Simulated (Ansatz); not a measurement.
# C₂H₃S+: single points off equilibrium

One table from this session's results is given with a row withheld; the runs are named, their logs left out.

Method: single points in def2-TZVPP; program: Ansatz 0.2.0, Gaussian basis.

Cores are frozen in the correlated methods.

## Starting geometry

6 atoms, charge 1, spin multiplicity 1.

Atoms are counted from 1 here; the program's logs count them from 0.

Bond lengths: C1–C2 1.388 Å, C1–H4 1.112 Å, C1–H5 1.089 Å, C1–H6 1.033 Å, C2–S3 1.483 Å. Angles: C2–C1–H4 112.3°, C2–C1–H5 107.4°, C2–C1–H6 115.1°, H4–C1–H5 103.8°, H4–C1–H6 111.5°, H5–C1–H6 105.7°, C1–C2–S3 176.3°.

Coordinates:

```
atom    x (Å)    y (Å)    z (Å)
  C1  -0.2371   0.4078  -0.2073
  C2   0.4191  -0.6810   0.3506
  S3   1.1857  -1.7840   0.9800
  H4   0.0677   0.5883  -1.2618
  H5  -1.2922   0.1488  -0.2826
  H6  -0.2008   1.2754   0.3513
```

Set-up of the first run:

run/in.yaml

```yaml
crystal:
  periodic: [false, false, false]
  atoms:
    - {symbol: C, position_ang: [-0.237100, 0.407800, -0.207300]}
    - {symbol: C, position_ang: [0.419100, -0.681000, 0.350600]}
    - {symbol: S, position_ang: [1.185700, -1.784000, 0.980000]}
    - {symbol: H, position_ang: [0.067700, 0.588300, -1.261800]}
    - {symbol: H, position_ang: [-1.292200, 0.148800, -0.282600]}
    - {symbol: H, position_ang: [-0.200800, 1.275400, 0.351300]}
basis:
  gaussian: {orbitals: def2-TZVPP}
total_charge: 1
correlation: {method: ccsd_t}
output: {forces: true}
```

The command line of these runs was not kept.

Steps of the session up to this table: CCSD(T)/def2-TZVPP; PBE0-D4/def2-TZVPP; wB97M-V/def2-TZVPP; r2SCAN-D4/def2-TZVPP; PBE-D4/def2-TZVPP; revPBE-D4/def2-TZVPP; r2SCANh-D4/def2-TZVPP.

One of the session's tables, all rows but one given; the rest of the session is left out.

| method | RMS force component (eV/Å) | angle to CCSD(T) forces (°) |
| --- | --- | --- |
| CCSD(T) | 1.025 | reference |
| PBE0-D4 | 0.946 | 18.5 |
| wB97M-V | 0.995 | 18.5 |
| r2SCAN-D4 | ? | ? |
| PBE-D4 | 0.996 | 26.2 |
| revPBE-D4 | 1.015 | 24.4 |
| r2SCANh-D4 | 0.926 | 18.8 |

Q: Estimate the row for r2SCAN-D4 from the others.

The run gave: RMS force component (eV/Å): 0.931; angle to CCSD(T) forces (°): 20.2. In the column «RMS force component (eV/Å)» it lies between r2SCANh-D4 (0.926) and PBE0-D4 (0.946).
